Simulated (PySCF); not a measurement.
# One shape, several levels: doublet HO2

Wanted: a comparison of 6 runs (UHF/STO-3G, UB3LYP/6-31G*, U-r2SCAN/def2-TZVPPD, U-revPBE/def2-TZVPPD, UB3LYP/def2-TZVPPD, UM06-L/def2-TZVPPD) of doublet HO2. The job is set up through a Python script.

The calculation is run with PySCF 2.14.0.

4 further runs of the same task are left out: 4 set aside as unsound or not needed.

### 1 Starting point

HO2: 3 atoms, total charge 0, spin state doublet. SMILES of the parent species: `[O-]O`. Geometry: relaxed at GFN2-xTB. That shape belongs to the parent species and isn't relaxed for this state.

Bond lengths: O1–O2 1.458 Å, O2–H3 0.963 Å. Angles: O1–O2–H3 100.3°.

### 2 The energy at UHF/STO-3G (run 1)

Input file job.py:

```python
from pyscf import gto, scf

mol = gto.Mole()
mol.atom = '''
O       -0.355040       1.013280      -0.080710
O       -0.244450      -0.436620      -0.180910
H        0.599490      -0.576670       0.261620
'''
mol.max_memory = 1860
mol.spin = 1
mol.basis = 'sto-3g'
mol.verbose = 3
mol.build()

mf = scf.UHF(mol)
mf.conv_tol = 1e-10
mf.kernel()
if not mf.converged:
    mf = mf.newton().run(mf.mo_coeff, mf.mo_occ)

e_tot = mf.e_tot
print('E = %.10f Eh' % e_tot)
```

Run with:

```bash
$ OMP_NUM_THREADS=1 python job.py
```

The program printed:

```text
converged SCF energy = -148.185833166254  <S^2> = 0.81273412  2S+1 = 2.0617799
E = -148.1858331663 Eh
```

Wall time 0.4 s (1 thread of Intel Xeon 6975P-C (Granite Rapids), shared host); peak memory 0.1 GiB.

### 3 A single-point energy at UB3LYP/6-31G(d) (spherical functions) (run 2)

Input file input.xyz:

```xyz
3

O     -0.355040     1.013280    -0.080710
O     -0.244450    -0.436620    -0.180910
H      0.599490    -0.576670     0.261620
```

Input file job.py:

```python
from pyscf import gto, dft

mol = gto.Mole()
mol.atom = 'input.xyz'
mol.basis = '6-31g*'
mol.spin = 1
mol.max_memory = 1860
mol.verbose = 3
mol.build()

mf = dft.UKS(mol)
mf.xc = 'b3lyp'
mf.conv_tol = 1e-10
mf.grids.level = 5
mf.kernel()
if not mf.converged:
    mf = mf.newton().run(mf.mo_coeff, mf.mo_occ)

etot = mf.e_tot
print('E(%s) = %.9f' % ('B3LYP', etot))
```

Run with:

```bash
$ OMP_NUM_THREADS=1 python job.py
```

The program printed:

```text
WARN: HOMO -0.308674396177049 >= LUMO -0.308674396177048

converged SCF energy = -150.886389389222  <S^2> = 0.75307783  2S+1 = 2.0030755
E(B3LYP) = -150.886389389
```

Run time: 3.6 s. Hardware: 1 thread of Intel Xeon 6975P-C (Granite Rapids), shared host; peak memory 0.21 GiB.

Runs 3 to 4 aren't shown in full; the table further down has their settings and results.

### 4 The energy at UB3LYP/def2-TZVPPD (run 5)

input.xyz is that of step 3.

Input file run.py:

```python
from pyscf import gto, dft

system = gto.Mole()
system.atom = 'input.xyz'
system.spin = 1
system.verbose = 4
system.max_memory = 1860
system.basis = 'def2-tzvppd'
system.build()

mf = dft.UKS(system)
mf.xc = 'b3lyp'
mf.conv_tol = 1e-10
mf.grids.level = 5
mf.kernel()
if not mf.converged:
    mf = mf.newton().run(mf.mo_coeff, mf.mo_occ)

e_final = mf.e_tot
print(f'total energy: {e_final:.8f} hartree')
```

Run with:

```bash
$ OMP_NUM_THREADS=1 python run.py
```

The program printed:

```text
PySCF version 2.14.0

[... 52 lines left out ...]
WARN: HOMO -0.310232016504124 >= LUMO -0.310232016504125
[... 54 lines left out ...]
converged SCF energy = -150.969223940005  <S^2> = 0.75476341  2S+1 = 2.0047578
total energy: -150.96922394 hartree
```

Wall time 9.6 s (1 thread of Intel Xeon 6975P-C (Granite Rapids), shared host); peak memory 0.48 GiB.

### 5 The energy at UM06-L/def2-TZVPPD (run 6)

Input file start.xyz:

```xyz
3

O     -0.355040     1.013280    -0.080710
O     -0.244450    -0.436620    -0.180910
H      0.599490    -0.576670     0.261620
```

Input file calc.py:

```python
from pyscf import gto, dft

molecule = gto.M(
    atom='start.xyz',
    charge=0,
    basis='def2-tzvppd',
    verbose=4,
    spin=1,
    max_memory=1860,
)

calc0 = dft.UKS(molecule, xc='m06-l')
calc0.grids.level = 5
calc0.conv_tol = 1e-10
calc0.kernel()
if not calc0.converged:
    calc0 = calc0.newton().run(calc0.mo_coeff, calc0.mo_occ)

e_tot = calc0.e_tot
print('E = %.10f Eh' % e_tot)
```

Run with:

```bash
$ OMP_NUM_THREADS=1 python calc.py
```

The program printed:

```text
PySCF version 2.14.0

[... 52 lines left out ...]
WARN: HOMO -0.301058314605071 >= LUMO -0.301058314605067
[... 50 lines left out ...]
converged SCF energy = -150.939980691084  <S^2> = 0.75505718  2S+1 = 2.0050508
E = -150.9399806911 Eh
```

Run time: 16 s. Hardware: 1 thread of Intel Xeon 6975P-C (Granite Rapids), shared host; peak memory 0.55 GiB.

### 6 All runs side by side

| run | level | integration grid | energy (Eh) | dipole moment (D) | HOMO energy (eV) | LUMO energy (eV) | wall time |
| --- | --- | --- | --- | --- | --- | --- | --- |
| 1 | UHF/STO-3G | – | -148.185833 | 1.45 | -10.18 | 9.14 | 0.4 s |
| 2 | UB3LYP/6-31G* (spherical functions) | 5 | -150.886389 | 2.12 | -7.95 | -3.75 | 3.6 s |
| 3 | U-r2SCAN/def2-TZVPPD | 5 | -150.896357 | 2.02 | -7.19 | -4.87 | 16 s |
| 4 | U-revPBE/def2-TZVPPD | 5 | -150.935136 | 2.07 | -6.69 | -5.33 | 8.1 s |
| 5 | UB3LYP/def2-TZVPPD | 5 | -150.969224 | 2.02 | -8.55 | -4.36 | 9.6 s |
| 6 | UM06-L/def2-TZVPPD | 5 | -150.939981 | 1.98 | -6.86 | -4.91 | 16 s |

### 7 Summary of results

```
                                 quantity          value
                      run 6: total energy  -150.93998 Eh
                     run 6: dipole moment         1.98 D
run 6: HOMO energy (highest over α and β)       -6.86 eV
 run 6: LUMO energy (lowest over α and β)       -4.91 eV
                              run 6: ⟨S²⟩          0.755
```

The dipole moment (its size) runs from 1.45 D (UHF/STO-3G) to 2.12 D (UB3LYP/6-31G*). The two ends differ in method and basis. Totals of different functionals can't be ranked against each other. In run 1 the basis is minimal, so the values are rough. All runs together took 54 s, the longest 16 s.
